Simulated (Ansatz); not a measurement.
Structure relaxation of Zr2O

The calculation used Ansatz, DFT r2SCAN, scalar-relativistic, plane waves, PAW. Cutoff 500 eV, Γ-centred k mesh, Gaussian smearing, no spin polarisation in the final step.

The start is a database structure of Zr2O, space group Pn-3m (No. 224).

```
Zr O
1.0
     4.87635    0.00000    0.00000
     0.00000    4.87635    0.00000
     0.00000    0.00000    4.87635
Zr O
4 2
Direct
  0.25000 0.25000 0.75000
  0.75000 0.25000 0.25000
  0.25000 0.75000 0.25000
  0.75000 0.75000 0.75000
  0.00000 0.00000 0.00000
  0.50000 0.50000 0.50000
```

Steps on the 8×8×8 mesh (6 atoms). 4 of 4 steps are shown, and the free energy counts from the last. Trial steps that were taken back and renewals of the plane-wave basis can be among the rows.

```json
{"step": "1", "ΔF (meV/atom)": "3.0", "V (Å³/atom)": "19.33", "P (GPa)": "-2.56"}
{"step": "2", "ΔF (meV/atom)": "0.9", "V (Å³/atom)": "18.72", "P (GPa)": "1.75"}
{"step": "3", "ΔF (meV/atom)": "-0.2", "V (Å³/atom)": "18.96", "P (GPa)": "-0.05"}
{"step": "4", "ΔF (meV/atom)": "0.0", "V (Å³/atom)": "18.96", "P (GPa)": "-0.05"}
```

A final relaxation ran on a 8×8×8 mesh. The relaxed crystal, Pn-3m (No. 224):

```
Zr O
1.0
     4.84573    0.00000    0.00000
     0.00000    4.84573    0.00000
     0.00000    0.00000    4.84573
Zr O
4 2
Cartesian
  1.2114 1.2114 3.6343
  3.6343 1.2114 1.2114
  1.2114 3.6343 1.2114
  3.6343 3.6343 3.6343
  0.0000 0.0000 0.0000
  2.4229 2.4229 2.4229
```

```json
{"Volume per atom": "18.96 Å³", "Density": "5.79 g/cm³", "Energy over the elements": "-1.74 eV/atom", "Gap on the 8×8×8 mesh": "0 eV (a metal)"}
```

The zero of energy is the elements' standard structures at the same level (O₂ as a molecule); no fitted shifts are applied.

The final run used a 8×8×8 mesh on its 6-atom cell and 0.10 eV smearing. For metals, differences of a few meV/atom aren't resolved.

Symmetry constrained the relaxation, so the result can be a saddle point.

Cost: 2 runs of about 1.2 core-minutes in all, on Arm Neoverse V2 (shared hosts).